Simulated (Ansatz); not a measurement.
# Cobalt, hcp under LDA: convergence with the Fermi-Dirac smearing

A convergence test of the Fermi-Dirac smearing width. The geometry was relaxed under LDA beforehand and stays fixed; 6 values are run, from 0.01 to 1.0 eV. Wanted are the values from which on the energy stays within 10 and 1 meV/atom, and the pressure within 0.5 GPa, of the narrowest run. Within the series other settings stay, but some runs also write fields, which adds to their time. Spin polarisation is left out.

Method: DFT LDA, plane waves with PAW, scalar-relativistic, in Ansatz 0.2.0.

### 1 The system as given

It takes space group P6_3/mmc (No. 194, hexagonal). Conventional cell: a = 2.400 Å, b = 2.400 Å, c = 3.866 Å, α = 90.00°, β = 90.00°, γ = 120.00°. Around Co (site symmetry -6m2) lie 12 Co at 2.38 to 2.40 Å.

Structure file:

```cif
data_structure
_symmetry_space_group_name_H-M 'P6_3/mmc'
_symmetry_Int_Tables_number 194
_cell_length_a 2.3996
_cell_length_b 2.3996
_cell_length_c 3.8657
_cell_angle_alpha 90.000
_cell_angle_beta 90.000
_cell_angle_gamma 120.000
_cell_volume 19.28
loop_
_atom_site_label
_atom_site_type_symbol
_atom_site_symmetry_multiplicity
_atom_site_Wyckoff_symbol
_atom_site_fract_x
_atom_site_fract_y
_atom_site_fract_z
_atom_site_occupancy
Co1 Co 2 c 0.33333 0.66667 0.25000 1
```

### 2 Run at 0.01 eV

The run at 0.01 eV.

input.yaml

```yaml
crystal:
  lattice:
    - [2.399568643, 0.0, 0.0]
    - [-1.1997843215, 2.078087403, 0.0]
    - [0.0, 0.0, 3.8656883379]
  atoms:
    - { symbol: Co, position: [0.3333333333, 0.6666666667, 0.25] }
    - { symbol: Co, position: [0.6666666667, 0.3333333333, 0.75] }
hamiltonian:
  xc: lda
  pseudopotentials:
    kind: paw
    azcp:
      Co: "pseudopotentials/Co.paw.azcp"
basis:
  ecutwfc: 420
  fft_grid_basis: typed
kpoints:
  mp_grid: { grid: [15, 15, 8], shift: [0, 0, 0] }
magnetization:
  spin_polarized: false
scf:
  occupations: { method: fermi_dirac, width: 0.01 }
  lower_state_search: "off"
output:
  stress: true
```

The run is started by

```bash
ansatz run input.yaml --threads 2 --pin off --max-ram 5120MiB --backend cpu --events-out ev --progress --plain --runs-dir out
```

### 3 Run at 0.03 eV

The run at 0.03 eV.

Changes to input.yaml since step 2:

```diff
@@ -22,3 +22,3 @@
 scf:
-  occupations: { method: fermi_dirac, width: 0.01 }
+  occupations: { method: fermi_dirac, width: 0.03 }
   lower_state_search: "off"
```

### 4 Run at 0.2 eV

The run at 0.2 eV.

Changes to input.yaml since step 3:

```diff
@@ -22,3 +22,3 @@
 scf:
-  occupations: { method: fermi_dirac, width: 0.03 }
+  occupations: { method: fermi_dirac, width: 0.2 }
   lower_state_search: "off"
@@ -26 +26,5 @@
   stress: true
+  write_density: true
+  write_potential: true
+  elf: true
+  volumetric_format: npy
```

### 5 Run at 0.3 eV

The run at 0.3 eV.

Changes to input.yaml since step 4:

```diff
@@ -22,3 +22,3 @@
 scf:
-  occupations: { method: fermi_dirac, width: 0.2 }
+  occupations: { method: fermi_dirac, width: 0.3 }
   lower_state_search: "off"
@@ -26,5 +26 @@
   stress: true
-  write_density: true
-  write_potential: true
-  elf: true
-  volumetric_format: npy
```

### 6 Run at 0.6 eV

The run at 0.6 eV.

Changes to input.yaml since step 5:

```diff
@@ -22,3 +22,3 @@
 scf:
-  occupations: { method: fermi_dirac, width: 0.3 }
+  occupations: { method: fermi_dirac, width: 0.6 }
   lower_state_search: "off"
@@ -26 +26,5 @@
   stress: true
+  write_density: true
+  write_potential: true
+  elf: true
+  volumetric_format: npy
```

### 7 Run at 1.0 eV

The run at 1.0 eV.

Changes to input.yaml since step 6:

```diff
@@ -22,3 +22,3 @@
 scf:
-  occupations: { method: fermi_dirac, width: 0.6 }
+  occupations: { method: fermi_dirac, width: 1.0 }
   lower_state_search: "off"
@@ -26,5 +26 @@
   stress: true
-  write_density: true
-  write_potential: true
-  elf: true
-  volumetric_format: npy
```

(Steps that only read results are left out.)

Q: Predict the outcome of this session.

The runs gave:

```
                                           quantity                       value
       E(σ → 0) stays within 10 meV/atom of 0.01 eV               up to 0.03 eV
                   E(σ → 0) stays within 1 meV/atom               up to 0.03 eV
                      pressure stays within 0.5 GPa               up to 0.03 eV
                                pressure at 0.01 eV                   -1.04 GPa
energy of a separate run on a finer mesh (25×25×13)  +0.4 meV/atom from 0.01 eV
```

What this shows: The far end, 1.0 eV, lies -433.8 meV/atom and +35.3 GPa from the yardstick. The free energy F moves by -2360.9 meV/atom over the range, and the estimate for σ → 0 by -433.8. In theory F falls as the square of the width under this scheme, but here the ratio is not steady: the mesh at narrow widths, or a density of states that varies over the wide ones, can both cause that. The mesh (15×15×8) is fixed, so the narrowest widths carry a k-point error of their own. A run on a finer mesh agrees with the yardstick to 1 meV/atom. The cell taken over is 13 % smaller than the measured one (11.07 Å³/atom, COD), which weighs on all values here.

Real Co is ferromagnetic; without spin these runs don't describe its ground state.
